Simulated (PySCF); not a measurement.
Species: C₅H₁₀N (doublet state).
Geometry (GFN2-xTB, Å), atoms numbered from 1 in this order:
```xyz
16
C5H10N angstrom
C     -2.3923    0.7866   -0.5055
C     -1.0728    0.5406    0.0938
C     -0.4810   -0.8184   -0.2954
C      0.9338   -0.9894    0.2615
C      1.8811   -0.0076   -0.3418
N      2.5804    0.7369    0.3854
H     -3.1053    1.4239   -0.0216
H     -2.6231    0.4100   -1.4828
H     -0.3556    1.3167   -0.2269
H     -1.1306    0.6221    1.1830
H     -0.4591   -0.9052   -1.3845
H     -1.1206   -1.6145    0.0903
H      1.2922   -1.9952    0.0247
H      0.9392   -0.8635    1.3444
H      1.8999   -0.0082   -1.4431
H      3.2063    1.3742   -0.1025
```

The hyperfine couplings belong to this conformer and change with its torsions.

As a line formula: `[H]/N=C/CCC[CH2]` [radical].

The calculation used PySCF, UKS B3LYP, pcH-1 on C H N, non-relativistic, mean-field spin-orbit, GIAO. Isolated species at its GFN2-xTB geometry (one conformer only). Couplings are sensitive to structure, and on GFN2-xTB geometries they can be far from those on DFT ones. No stability test was run, so a lower SCF solution isn't excluded.

(1) Predict the first-order ENDOR lines of C1, C2, C3, H9/H10, H7/H8, H11/H12 and H16 under fast tumbling at B = 3339.1 mT (W band).

(2) Which pairs are centred on the nuclear Larmor frequency, and which on half the coupling?

(3) At what field would the lower line of C2 fall to zero frequency?

## Answers

(1) For S = 1/2 in fast tumbling each set of equivalent nuclei gives two lines, ν± = |νn ± a/2| to first order, with νn = g_N μN B/h and μN/h = 7.62259 MHz/T.

| nuclei | isotope | g_N | νn (MHz) | a_iso (MHz) | lower line (MHz) | upper line (MHz) |
| --- | --- | --- | --- | --- | --- | --- |
| C1 | 13C | 1.4048 | 35.76 | 90.22 | 9.35 | 80.86 |
| C2 | 13C | 1.4048 | 35.76 | -33.60 | 18.96 | 52.56 |
| C3 | 13C | 1.4048 | 35.76 | 24.76 | 23.37 | 48.14 |
| H9/H10 | 1H | 5.5857 | 142.17 | 99.29 | 92.53 | 191.81 |
| H7/H8 | 1H | 5.5857 | 142.17 | -62.91 | 110.72 | 173.63 |
| H11/H12 | 1H | 5.5857 | 142.17 | -2.16 | 141.09 | 143.25 |
| H16 | 1H | 5.5857 | 142.17 | -0.63 | 141.86 | 142.48 |

The rows for 13C, of low natural abundance, apply to labelled samples.

(2) Centred on νn, since |a| < 2νn: C2, C3, H9/H10, H7/H8, H11/H12 and H16. Centred on |a|/2 and split by 2νn: C1.

(3) Where νn = |a|/2, that is B = 16.80 MHz/(1.4048 × 7.62259 MHz/T) = 1570 mT, as far as first order holds there.

Nuclei that the bonding pattern makes equivalent are averaged, as if the motion that swaps them (rotation, inversion, ring flip) were fast. The 1H value of +99.3 MHz is a mean of couplings from 37.7 to 160.9 MHz in this one geometry, not an average over conformers.

Hardware: one thread, Arm Neoverse V1 (aarch64), shared host. Cost: 42 s (grids of density and orbitals included), 0.90 GiB resident at most.
